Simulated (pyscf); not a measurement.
Optimised with ωB97X-D3(BJ)/def2-SVP in PySCF.

Problem. How much does it cost (ΔH, 298 K, ωB97M-D3(BJ)/def2-TZVP) to split O=In–SH at its In–S bond into [O=In]• + SH•?

Solution. In–S to [O=In]• + SH•: 56.0 kcal/mol. The 7 functionals that were run give +52.7 (B3LYP-D3(BJ)) to +63.0 kcal/mol (ωB97X-D3(BJ)). The radicals are drawn with the spin at the cut bond; how far it spreads was not checked. O=In–SH lies 32.1 kcal/mol over its isomer HO–In=S, and others may lie lower still (electronic energy, ωB97M-D3(BJ)). Left out: the spin-orbit lowering of SH. The term symbol of open-shell O=In was not checked; spin-orbit terms are left out. Elements past Kr carry the def2 core potentials, without spin-orbit coupling.
